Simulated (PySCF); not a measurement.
Cartesian coordinates (Å):
```xyz
2

S      0.6767     0.0000     0.0000
H     -0.6767     0.0000     0.0000
```
Charge 0, spin multiplicity 2.

### Question
Predict the dipole moment, total energy and highest occupied spin orbital from TPSSh-D3(BJ)/def2-TZVP // r2SCAN-D4/def2-SVP in PySCF.

### Answer

* **dipole moment**: 0.184 e·Å
* **total energy**: -398.7717 Ha
* **highest occupied spin orbital**: -6.75 eV
